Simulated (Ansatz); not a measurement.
Ansatz (a first-principles code) input (MP2/aug-cc-pV(Q+d)Z): A basis named .json is the Basis Set Exchange file of that set (core-valence sets with the plain set on hydrogen).

Ansatz 0.2 input:
```yaml
crystal:
  periodic: [false, false, false]
  atoms:
    - {symbol: Cl, position_ang: [-0.00000000, -0.00000000, -1.00677069]}
    - {symbol: Cl, position_ang: [0.00000000, 0.00000000, 1.00677069]}
basis:
  gaussian:
    orbitals: aug-cc-pV_Q+d_Z.json
    fitting: {mean_field: def2-universal-jkfit, correlation: cc-pVDZ-RIFIT.json}
magnetization: {spin_polarized: false}
correlation: {method: mp2, electrons: outside_noble_gas}
```

Output:

```
Functional definition: HF
integrals: 0.06 GiB planned
256 factors; integrals over basis functions are off by at most 1.5e0 eV
mean field: 0.29 GiB planned
mean field evaluation 1: about -25007.0363 eV, gradient 1.4e1 eV
mean field evaluation 2: about -25007.4143 eV, gradient 6.8e0 eV
mean field evaluation 4: about -25007.4910 eV, gradient 2.7e-1 eV
mean field -25007.49142910 eV, -919.0083593329 hartree, gradient 8.3e-7 eV, S^2 0.000000; 0 other end points of the search recorded, 0 dependent functions left out
10 core orbitals not correlated
152 factors; their error is unknown
reference -25007.49142910 eV, -919.0083593329 hartree; 7, 7 occupied and 161, 161 virtual orbitals, 152 factors
second order -11.66589067 eV of doubles, -0.00000000 eV of singles
Total energy: -25019.15731977 eV, -919.4370729075 hartree
```
